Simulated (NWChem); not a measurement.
Correlation energy of F (-1)

```
F
```
Charge -1, spin multiplicity 1.

All runs are NWChem calculations.

Basis set: aug-cc-pVDZ. Each correlation energy counts from its own Hartree-Fock reference.

The correlated methods keep 1 core orbital frozen. No row is a measurement; the coupled-cluster row has its own basis-set and correlation limits.

### Question
Order these methods by the correlation energy they give, lowest first: MP2, SCS-MP2, CCSD, CCSD+T(CCSD), CCSD(T), CR-CCSD(T).

### Answer
CCSD+T(CCSD) (-242.3 mHa), CCSD(T) (-240.4 mHa), CR-CCSD(T) (-239.5 mHa), MP2 (-237.7 mHa), CCSD (-234.4 mHa), SCS-MP2 (-227.8 mHa)
